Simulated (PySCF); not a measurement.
Species: cyclopropylacetylene, C5H6.
Numbering: `[CH:1]#[C:2][CH:3]1[CH2:4][CH2:5]1`

Structure used (PBE0-D3(BJ)/def2-TZVP), in Å, numbered top down from 1:
```xyz
11
C5H6 angstrom
C      2.4200   -0.5247   -0.3646
C      1.3069   -0.3849    0.0659
C     -0.0199   -0.2181    0.5736
C     -0.8314    0.9869    0.1655
C     -1.1996   -0.3586   -0.3565
H      3.4056   -0.6514   -0.7449
H     -0.1653   -0.5717    1.5884
H     -1.4581    1.4379    0.9239
H     -0.3587    1.6839   -0.5137
H     -0.9790   -0.5805   -1.3921
H     -2.0822   -0.8444    0.0393
```

Probes without a nucleus sit at each ring's centroid and 1 Å off its mean plane on both sides; NICS is minus the shielding there, NICSzz its component along the normal. Level: GIAO PBE0/pcSseg-2 (PySCF, non-relativistic, gas phase) on the PBE0-D3(BJ)/def2-TZVP geometry, one conformer.

Ring bond lengths (Å), with Mayer bond orders in brackets: C3–C4 1.509 (0.95), C4–C5 1.489 (0.96), C5–C3 1.509 (0.95).

Q: Give the NICS values of each ring in ppm.

A: 
| ring | type | NICS(0) | NICS(1), two faces | NICS(1)zz, two faces | rms pucker (Å) | centre to ring atoms, mean (Å) |
| --- | --- | --- | --- | --- | --- | --- |
| C3–C4–C5 | 3-membered carbocycle; formal bonds all single | -45.0 | -9.4 / -8.5 | -25.4 / -22.4 | 0.00 | 0.87 |

Q: What do they say, and how far can they be read as aromaticity?

A: 
- C3–C4–C5: mean NICS(1)zz -23.9 ppm, shielded. C3, C4, C5 have four or more neighbours, and the NICS criterion for π rings isn't applied. NICS(0) lies 36 ppm below the mean NICS(1).

Q: List the ring angles and the Hirshfeld charges of the ring atoms.

A: 
- C3–C4–C5: C3 59.1° (-0.037 e), C4 60.4° (-0.084 e), C5 60.4° (-0.084 e); sum 180.0° against 180° for a flat convex ring.

Q: What are the shieldings of the ring atoms and their hydrogens in the same run (means over atoms taken as equivalent)?

A: 
```json
{"atoms": "C3", "environment": "propargylic carbon", "σ isotropic (ppm)": "184.5", "principal values of the symmetric part, first atom (ppm)": "154.5, 167.9, 231.1"}
{"atoms": "C4 (×2)", "environment": "three-membered-ring carbon", "σ isotropic (ppm)": "174.9", "principal values of the symmetric part, first atom (ppm)": "144.3, 173.5, 207.1"}
{"atoms": "H7", "environment": "methine hydrogen", "σ isotropic (ppm)": "30.36", "principal values of the symmetric part, first atom (ppm)": "22.8, 27.8, 40.5"}
{"atoms": "H8 (×2)", "environment": "methylene hydrogen", "σ isotropic (ppm)": "30.88", "principal values of the symmetric part, first atom (ppm)": "25.3, 26.5, 40.9"}
{"atoms": "H9 (×2)", "environment": "methylene hydrogen", "σ isotropic (ppm)": "30.90", "principal values of the symmetric part, first atom (ppm)": "25.6, 27.9, 39.2"}
```

Time: 45 s of wall time (grids of density and orbitals included); peak memory 1.1 GiB. Hardware: one thread of an Arm Neoverse N1, shared host with 64 logical CPUs at a one-minute load of 31. This is the whole shielding run at PBE0/pcSseg-2, SCF included.
